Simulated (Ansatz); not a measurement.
## Ansatz (development build ahead of 0.2.0) run

```yaml
crystal:
  periodic: [false, false, false]
  atoms:
    - { symbol: C, position_ang: [0.0, 0.0, 0.0] }
    - { symbol: C, position_ang: [1.16913, 0.675, 0.0] }
    - { symbol: C, position_ang: [2.42487, -0.05, 0.0] }
    - { symbol: C, position_ang: [3.59401, 0.625, 0.0] }
    - { symbol: C, position_ang: [4.22187, 0.9875, -1.25574] }
    - { symbol: C, position_ang: [5.39101, 1.6625, -1.25574] }
    - { symbol: H, position_ang: [0.0, -1.09, 0.0] }
    - { symbol: H, position_ang: [-0.94397, 0.545, 0.0] }
    - { symbol: H, position_ang: [1.16913, 1.765, 0.0] }
    - { symbol: H, position_ang: [2.42487, -1.14, 0.0] }
    - { symbol: H, position_ang: [4.06599, 0.8975, 0.94397] }
    - { symbol: H, position_ang: [3.74989, 0.715, -2.1997] }
    - { symbol: H, position_ang: [5.86299, 1.935, -0.31177] }
    - { symbol: H, position_ang: [5.86299, 1.935, -2.1997] }
basis:
  gaussian: { orbitals: def2-TZVP }
magnetization:
  spin_polarized: true
  initial_magnetization: 2
hamiltonian:
  xc: hf
```

The input is written out in the form of the current development build from the run's settings.

Output:

```yaml
Converged: yes
Total_energy: -231.84266 hartree
Spin_squared_of_the_determinant: 2.388
Stability_test: minimum
```

Caution: the unrestricted determinant is spin contaminated; other spin multiplicities may lie lower.
